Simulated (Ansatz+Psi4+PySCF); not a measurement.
A calculation with Psi4 1.11.

```
molecule {
0 1
C 0.667480 0.000000 0.000000
C -0.697480 0.000000 0.000000
H 1.237690 0.922830 0.000000
H 1.237690 -0.922830 0.000000
H -1.237690 0.922830 0.000000
H -1.237690 -0.922830 0.000000
}

set basis cc-pVTZ
set reference rhf
set scf_type pk
energy('scf')
```

The input is written out from the run's settings.

The run gave:

* Converged: yes
* Total energy: -78.06112 hartree
* Spin squared of the determinant: 0.000
* Occupied orbitals by symmetry in an Abelian subgroup (alpha; beta): 5 A1 1 B1 2 B2; 5 A1 1 B1 2 B2

Caution: unrestricted orbitals would lower the determinant.
